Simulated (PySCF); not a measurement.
Task: Give a PBE0-D3(BJ)/def2-SVP geometry of `C/N=C/CCF`.

Result: 
```xyz
14
C4H8FN angstrom
C      2.5500    0.3273   -0.0072
N      1.2224    0.1139   -0.5077
C      0.3190   -0.2319    0.3065
C     -1.0900   -0.4788   -0.1305
C     -2.0958    0.3667    0.6227
F     -2.0614    0.0602    1.9638
H      3.2507   -0.3490   -0.5243
H      2.8742    1.3518   -0.2534
H      2.6538    0.1755    1.0864
H      0.5226   -0.3601    1.3914
H     -1.3429   -1.5407    0.0386
H     -1.1623   -0.2799   -1.2107
H     -1.8700    1.4412    0.5066
H     -3.1168    0.1840    0.2466
```

Orientation and origin are arbitrary. Atoms count from 1 in this order. Of the pairs four or more bonds apart, H9···H10 is among the closest relative to their van der Waals radii: 2.22 Å, 92 % of the sum of Bondi's values. The C–N distances run from 1.264 Å (N2=C3, drawn double) to 1.435 Å (C1–N2, drawn single), a spread of 0.171 Å. N2 (imine nitrogen) is bent (angle 118.5°).

Bonds between heavy atoms (Å): C1–N2 1.435, N2=C3 1.264, C3–C4 1.496, C4–C5 1.515, C5–F6 1.376.

Method: PySCF 2.14.0, PBE0-D3(BJ)/def2-SVP geometry optimisation, gas phase.

Point group: C1 (no symmetry element, even within 0.4 Å). Stationary, but not proved a minimum. The numbers are those of one conformer (N2–C3–C4–C5 -124°, C3–C4–C5–F6 -62°).

The run took 30 s wall on an Arm Neoverse V1 with one thread, shared host. This is the geometry optimisation.
